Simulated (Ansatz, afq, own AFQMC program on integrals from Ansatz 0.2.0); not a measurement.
# AFQMC, coupled cluster and functionals along a coordinate of CH$_{5}$Al, singlet

```yaml
atoms:
  - { symbol: Al, position_ang: [0.0000, 0.0002, 0.6566] }
  - { symbol: C, position_ang: [0.0000, -0.0066, -1.2942] }
  - { symbol: H, position_ang: [0.0000, 1.3841, 1.4409] }
  - { symbol: H, position_ang: [0.0000, -1.3526, 1.4928] }
  - { symbol: H, position_ang: [0.0000, -1.0105, -1.7238] }
  - { symbol: H, position_ang: [-0.8749, 0.5268, -1.6821] }
  - { symbol: H, position_ang: [0.8749, 0.5268, -1.6821] }
```

The Al1–C2 distance is changed with both sides rigid. Energies in eV count from this geometry (1.951 Å) at the same level; the start stands on RHF, each point on the determinant named.

Basis 6-31G. Noble-gas cores (and the filled d shells of Ga–Kr and In–Xe) are frozen. AFQMC by an in-house program on the Cholesky factors that Ansatz 0.2.0 writes for its CCSD(T) run. The CISD trial takes its coefficients from CCSD amplitudes. Released means that phaseless walkers are propagated on without the constraint, phases kept. Error bars are statistical, one sigma.

Cautions, each for one point or more: (T) is large; cluster runs in doubt by the program's own checks; higher spins were not checked; restricted determinant unstable towards unrestricted; strong correlation.

```json
{"r(Al1–C2) / Å": "1.773", "det.": "RHF", "T1": "0.009", "weight": "0.92", "CCSD(T)": "0.483", "ph-AFQMC/CISD": "0.498 ± 0.010", "released AFQMC": "0.495 ± 0.008", "CCSDT(Q)": "–", "PBE": "0.403", "B3LYP": "0.390"}
{"r(Al1–C2) / Å": "2.157", "det.": "RHF", "T1": "0.009", "weight": "0.91", "CCSD(T)": "0.101", "ph-AFQMC/CISD": "0.119 ± 0.010", "released AFQMC": "0.101 ± 0.009", "CCSDT(Q)": "0.100", "PBE": "0.158", "B3LYP": "0.175"}
{"r(Al1–C2) / Å": "2.658", "det.": "RHF", "T1": "0.011", "weight": "0.89", "CCSD(T)": "1.270", "ph-AFQMC/CISD": "1.247 ± 0.018", "released AFQMC": "–", "CCSDT(Q)": "1.261", "PBE": "1.380", "B3LYP": "1.450"}
{"r(Al1–C2) / Å": "3.521", "det.": "RHF", "T1": "0.022", "weight": "0.80", "CCSD(T)": "2.919", "ph-AFQMC/CISD": "2.917 ± 0.020", "released AFQMC": "2.886 ± 0.032*", "CCSDT(Q)": "2.894", "PBE": "3.243§", "B3LYP": "3.309§"}
{"r(Al1–C2) / Å": "5.138", "det.": "RHF¶", "T1": "0.040", "weight": "0.56", "CCSD(T)": "3.303", "ph-AFQMC/CISD": "3.547 ± 0.036", "released AFQMC": "3.483 ± 0.049*", "CCSDT(Q)": "3.461", "PBE": "3.900§", "B3LYP": "3.816§"}
```

Weight is that of the determinant in the CISD state; at the start T1 is 0.009 and the weight 0.92. ¶ marks points with a poor determinant and no full CI, where no value is sure; they don't count among the departures. An asterisk marks released energies that aren't shown to be converged. A dash marks a missing value, a released energy that hasn't settled or a functional that sits on another state. § marks a functional whose ⟨S²⟩ is too high by over 0.1. Largest departures from phaseless AFQMC with a CISD trial: CCSD(T) 0.024 eV at 2.658 (on RHF) (within the noise), released AFQMC -0.018 eV at 2.157 (on RHF) (within the noise), CCSDT(Q) -0.023 eV at 3.521 (on RHF) (within the noise), PBE 0.133 eV at 2.658, B3LYP 0.203 eV at 2.658. The walk's constraint bias lies outside its error bars, so these are departures and not errors. Functionals count only at points shown to share the start's state and spin. In this small basis the wave-function levels are far from their limit, so their gap to the functionals isn't the functionals' error.

Some points may be missing: those where a free walk finds a much lower state, and past Zn most of those on another determinant than at the start.

CCSDT and higher add their correlation energy to the determinant of the CCSD(T) run, since their own runs factorise the integrals more tightly (a shift of under 2 meV). A walk keeps the symmetry of its determinant, which the program's search chose and which needn't be the lowest solution, so a lower state of the same spin and another symmetry isn't excluded.
